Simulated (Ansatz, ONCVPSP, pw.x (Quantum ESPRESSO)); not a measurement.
# From atom to crystal: ONCV potential for aluminium (Al)

- Element: Al (Z = 13)
- Generator: ONCVPSP 4.0.1.1 (patched build)
- Type: optimised norm-conserving Vanderbilt (ONCV)
- Functional: LDA (Perdew-Wang 92)
- Relativity: scalar-relativistic
- Frozen core: [Ne]
- Valence charge: 3
- Reference configuration: 3s2 (charge +1)
- Partial waves: 3s: rc 1.60 bohr, ncon 4, nbas 7, qcut 3.8 1/bohr, 2 projectors, debl 2.4 Ha; p scattering state at 0.22 Ha: rc 1.55 bohr, ncon 4, nbas 7, qcut 5.4 1/bohr, 1 projector
- Local potential: polynomial inside 1.50 bohr (lpopt 5, dvloc0 0 Ha)
- Core correction: none

Crystal test: fcc Al in pw.x 7.5, no spin, 14³ k-points, Fermi–Dirac smearing 0.01 Ry, cutoffs 95/380 Ry. The reference is all-electron LAPW (Ansatz 0.2.0) with the same functional, mesh and smearing; V0 and B0 come from Birch–Murnaghan fits to the pressures at five volumes. Errors are pseudo minus all-electron; Δ is the rms difference of the E(V) curves that follow from these fits, minima aligned, over ±6 % about the mean V0. Mesh and smearing are coarse, so the numbers serve the comparison and aren't converged zero-temperature values; the lattice is a test structure that the element need not adopt.

| V (Å³/atom) | P all-electron (GPa) | P pseudo (GPa) |
| --- | --- | --- |
| 15.050 | 4.50 | 0.73 |
| 15.446 | 1.97 | -1.53 |
| 15.842 | -0.23 | -3.48 |
| 16.238 | -2.14 | -5.16 |
| 16.634 | -3.79 | -6.61 |

All-electron: a0 = 3.983 Å (V0 = 15.80 Å³/atom), B0 = 82.8 GPa.

Pseudopotential: mean pressure error (GPa): -3.27; a0 (Å): 3.930; a0 error (%): -1.34; B0 error (%): +7.3; Δ (meV/atom): 11.8. This is a poor potential for the solid.

Q: At the middle volume, how do free energy and pressure move when the wave cutoff is lowered (ecutrho kept at four times it)?

A:

```tsv
cutoff (Ry)	shift of F (meV/atom)	shift of P (GPa)
43	+18.7	+0.21
57	+13.5	+0.11
76	+6.0	+0.06
```

The run at the middle volume (104 k-points, 5 iterations) took about 12 s on one core of a shared host (Neoverse-V2, 32 threads, 247 GiB, load 12).
